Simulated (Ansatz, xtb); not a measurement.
# C2H5O: which of two isomers lies lower

Structure X is `[CH2]CO`, a doublet and structure Y is `C[CH]O`, a doublet. Both are isolated molecules in the gas phase, relaxed with PBE0-D3(BJ)/def2-SVP; the shapes shown needn't be the lowest conformers.

X (Å):

| atom | x (Å) | y (Å) | z (Å) |
| --- | --- | --- | --- |
| C | 0.0065 | -1.8422 | 0.3061 |
| C | -0.4224 | -1.8619 | 1.7199 |
| O | -1.2469 | -2.9720 | 1.9509 |
| H | 0.7962 | -1.1633 | -0.0211 |
| H | -0.5786 | -2.3889 | -0.4363 |
| H | 0.4748 | -1.8630 | 2.3794 |
| H | -0.9538 | -0.9078 | 1.9580 |
| H | -1.5846 | -2.9141 | 2.8492 |

Y (Å):

```yaml
atoms:
  - { symbol: C, position_ang: [-0.3914, -1.6194, 0.4697] }
  - { symbol: C, position_ang: [-0.7757, -2.1499, 1.7957] }
  - { symbol: O, position_ang: [0.1549, -2.9494, 2.3852] }
  - { symbol: H, position_ang: [-0.0650, -2.4353, -0.1965] }
  - { symbol: H, position_ang: [-1.2404, -1.1053, -0.0035] }
  - { symbol: H, position_ang: [0.4498, -0.8979, 0.5254] }
  - { symbol: H, position_ang: [-1.4264, -1.5673, 2.4617] }
  - { symbol: H, position_ang: [-0.1641, -3.2143, 3.2532] }
```

Energies in hartree; the thermal terms are from PBE0-D3(BJ)/def2-SVP harmonic frequencies (ideal gas, rigid rotor, one conformer each, 400 K, 1 atm) and include the zero-point energy:

|  | X | Y |
| --- | --- | --- |
| E, CCSD(T)/def2-SVP | −153.825381 | −153.840759 |
| E, MP2/def2-SVP | −153.776777 | −153.792361 |
| E, MP2/def2-TZVPP | −154.074375 | −154.087940 |
| zero-point energy | 0.064808 | 0.066309 |
| H(400 K) − E | 0.073370 | 0.074481 |
| G(400 K) − E | 0.027166 | 0.029189 |

Task: Correct the CCSD(T) difference for the basis set by the MP2 change, then work out ΔE, ΔE₀, ΔH and ΔG for X → Y in kJ/mol (1 Eh = 2625.50 kJ/mol) and the equilibrium ratio [Y]/[X].

Result: 1. Differences Y − X: CCSD(T) −0.015378, MP2 in the small set −0.015584, MP2 in the large set −0.013565 Eh.
2. ΔE = −0.015378 + (−0.013565 − (−0.015584)) = −0.013359 Eh = −35.07 kJ/mol.
3. ΔE₀ = ΔE + ΔZPE = −0.013359 + (+0.001501) Eh = −31.13 kJ/mol.
4. ΔH = ΔE + (+0.001111) Eh = −32.16 kJ/mol.
5. ΔG = ΔE + (+0.002023) Eh = −29.76 kJ/mol, so ΔS = (ΔH − ΔG)/T = −6.0 J/(mol K).
6. kT = 1.2667 mEh, so K = [Y]/[X] = exp(−ΔG/kT) = exp(+8.95) ≈ 7.7 × 10^3.

Structure Y is favoured at this temperature. An error of 4 kJ/mol in ΔG would change K by a factor of 3.3. Mirror images and further conformers aren't counted.

As drawn, both hold the same kinds of bond in the same numbers. Structure X has 0 methyl groups, Y 1.

Other levels gave ΔE = −56.6 (GFN2-xTB); −43.4 (HF/STO-3G, GFN2-xTB geometries); −48.8 (r2SCAN-D4/def2-SVP, GFN2-xTB geometries); −45.3 (PBE0-D3(BJ)/def2-SVP); −28.2 (HF/def2-SVP); −40.9 (MP2/def2-SVP); −40.4 (CCSD(T)/def2-SVP) kJ/mol. Open shells are spin-unrestricted. The correlated steps freeze 3 core orbitals. Programs: Ansatz 0.2.0, xtb 6.7.1.
